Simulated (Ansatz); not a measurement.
# SiH4O (built from SMILES O.[SiH2]): search for a transition state

Wanted: the transition state of a insertion of a carbenoid (form Si1–H2, Si1–O3 and break H2–O3). The guess is relaxed with those distances held, a saddle search follows, and vibrations and two downhill relaxations check it.

Program: Ansatz 0.2.0, Gaussian basis. Level of theory: PBE0-D4, def2-SVP first, then def2-TZVP. These are calculated values, not measurements.

## 1. Where the work starts

The guess: 6 atoms, charge 0, spin multiplicity 1.

Atoms are counted from 1 here; the program's logs count them from 0.

Bond lengths: Si1–H2 1.688 Å, Si1–H4 1.474 Å, Si1–H5 1.465 Å, H2–O3 1.157 Å, O3–H6 0.958 Å. Angles: H2–Si1–H4 113.2°, H2–Si1–H5 117.5°, H4–Si1–H5 102.0°, Si1–H2–O3 98.0°, H2–O3–H6 110.7°.

As a file:

```xyz
6
charge 0, multiplicity 1
Si   -0.62630    0.51510   -0.59330
H     1.01420    0.12000   -0.55590
O     1.06740   -0.24720    0.54050
H    -1.50750   -0.64730   -0.37910
H    -1.11840    1.45830    0.41330
H     1.17060   -1.19890    0.57450
```

Distances that are to change: Si1–H2 1.69 Å, Si1–O3 2.18 Å, H2–O3 1.16 Å.

## 2. Relaxing the guess with the reacting distances held

hold/in.yaml

```yaml
crystal:
  periodic: [false, false, false]
  atoms:
    - {symbol: Si, position_ang: [-0.626300, 0.515100, -0.593300]}
    - {symbol: H, position_ang: [1.014200, 0.120000, -0.555900]}
    - {symbol: O, position_ang: [1.067400, -0.247200, 0.540500]}
    - {symbol: H, position_ang: [-1.507500, -0.647300, -0.379100]}
    - {symbol: H, position_ang: [-1.118400, 1.458300, 0.413300]}
    - {symbol: H, position_ang: [1.170600, -1.198900, 0.574500]}
basis:
  gaussian: {orbitals: def2-SVP}
hamiltonian: {xc: pbe0, dispersion: d4}
relax: {f_tol: 0.04, max_steps: 150, escape_saddle: false, constraints: [{distance: [0, 1]}, {distance: [0, 2]}, {distance: [1, 2]}]}
```

Run with:

```sh
$ ansatz run in.yaml --threads 2 --pin off --events-out ev --progress --plain --max-ram 4352MiB
```

Further steps of the session: A starting Hessian; Saddle search in the small basis; Saddle search in triple zeta; Vibrations at the point found; Relaxing after a step of 0.30 Å one way along the mode; Relaxing after a step of 0.30 Å the other way along the mode.

Before running it: what results should come out? Wanted: imaginary mode; barrier from the start side; barrier from the end side; energy of the step; pairs that change; zero-point energy at the saddle.

**Answer**, as computed:

| quantity | value |
| --- | --- |
| imaginary mode | 1523i cm⁻¹ |
| barrier from the start side | 0.889 eV |
| barrier from the end side | 3.409 eV |
| energy of the step | -2.520 eV |
| pairs that change | Si1–H2 formed, Si1–O3 tightened, H2–O3 broken |
| zero-point energy at the saddle | 0.943 eV |

**Reading.** One imaginary mode, 1523i cm⁻¹, makes this a first-order saddle. Going downhill both ways gives the intended start and end. At PBE0-D4/def2-TZVP the electronic barrier is 0.889 eV, about 35 kT at 298 K, and the step runs 2.520 eV downhill. The barrier is thin enough for tunnelling; the leading (Wigner) term alone is a factor of 3.2 at 298 K. A step off the saddle overshot and began above it in energy, so the link to its end is likely but not proven. The ends are the nearest minima, not always the lowest complexes.
